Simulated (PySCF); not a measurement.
[MoOF5]2-, F₅MoO (charge -2 and doublet state).
Atom-mapped SMILES: `[O:1]=[Mo-2:2]([F:3])([F:4])([F:5])([F:6])[F:7]`
Bond orders are those of one Lewis drawing.
The ion is multiply charged and has no counter-ions or solvent; whether it holds all its electrons wasn't checked.

Computed by this run: PBE0-D3(BJ)/def2-SVP geometry optimisation, gas phase, def2 core potentials past Kr in PySCF 2.14.0; unrestricted, density fitting, grid level 1; the optimiser is geomeTRIC in internal coordinates, started from a GFN2-xTB structure with every atom displaced at random (about 0.01 Å).

Step 1: E = -17466.0618 eV
```
atom  x, y, z in Å  |  force x, y, z in eV/Å
O1     -0.6576   -1.7045    0.3455    0.141   0.681  -0.161
Mo2    -0.0571   -0.1341    0.0193    0.067  -0.258   0.080
F3      1.8129   -0.7276   -0.0541    0.030   0.020  -0.082
F4      0.7164    1.7051   -0.3666   -0.203  -0.442   0.104
F5     -1.7972    0.7737    0.0330    0.007  -0.026   0.082
F6      0.2429    0.3271    1.9060   -0.089   0.057  -0.040
F7     -0.2262   -0.2692   -1.9331    0.048  -0.032   0.018
```

Step 2: E = -17466.0588 eV
```
atom  x, y, z in Å  |  force x, y, z in eV/Å
O1     -0.6918   -1.6793    0.3322    0.068  -0.280   0.128
Mo2    -0.0462   -0.1415    0.0271    0.067   0.429  -0.232
F3      1.8289   -0.7065   -0.1382   -0.003  -0.149   0.185
F4      0.7368    1.6695   -0.3436   -0.169  -0.025  -0.019
F5     -1.7903    0.7534    0.0903   -0.047   0.115  -0.072
F6      0.1776    0.3739    1.9071    0.125  -0.125   0.087
F7     -0.1810   -0.2990   -1.9248   -0.041   0.035  -0.077
```

Step 3: E = -17466.0782 eV
```
atom  x, y, z in Å  |  force x, y, z in eV/Å
O1     -0.6584   -1.6854    0.3427   -0.114  -0.190   0.043
Mo2    -0.0482   -0.1359    0.0228    0.069   0.277  -0.138
F3      1.8195   -0.7366   -0.1035    0.055   0.016   0.070
F4      0.7044    1.6816   -0.3574   -0.010  -0.044   0.020
F5     -1.7866    0.7753    0.0675   -0.053  -0.019  -0.005
F6      0.1978    0.3515    1.9087    0.073  -0.017   0.052
F7     -0.1945   -0.2800   -1.9308   -0.020  -0.023  -0.041
```

Task: Estimate the geometry and energy of step 4. (The exact step hangs on the optimiser's Hessian estimate; all steps are aligned on step 3, rigid shifts and turns removed.)

Result: E = -17466.0718 eV, largest force 0.169 eV/Å
```
atom  x, y, z in Å  |  force x, y, z in eV/Å
O1     -0.6870   -1.6819    0.3344    0.097   0.095  -0.021
Mo2    -0.0518   -0.1346    0.0172    0.101  -0.010   0.079
F3      1.8316   -0.7064   -0.0415   -0.098  -0.081  -0.112
F4      0.7103    1.6779   -0.3599   -0.103  -0.033  -0.005
F5     -1.8026    0.7606    0.0337    0.041   0.043   0.073
F6      0.2630    0.3276    1.9041   -0.128   0.017  -0.042
F7     -0.2295   -0.2728   -1.9380    0.089  -0.031   0.028
```

The energy changes by +0.0064 eV. The first-order estimate −F·Δx gives -0.0158 eV and the mean of the old and new forces, exact on a quadratic surface, +0.0071 eV. The step makes an angle of 71° with the force vector and moves no atom by more than 0.070 Å. The energy falls at the start of this step and ends higher, so the step passed the lowest point of its straight line.

What follows is the cost of the whole optimisation. On Arm Neoverse N1, one thread (shared host), this took 2.7 min and 0.51 GiB of memory at its peak.

Caution for open-shell metal species: one SCF solution and one stationary point were followed, and a lower state or a bent or distorted shape isn't ruled out.
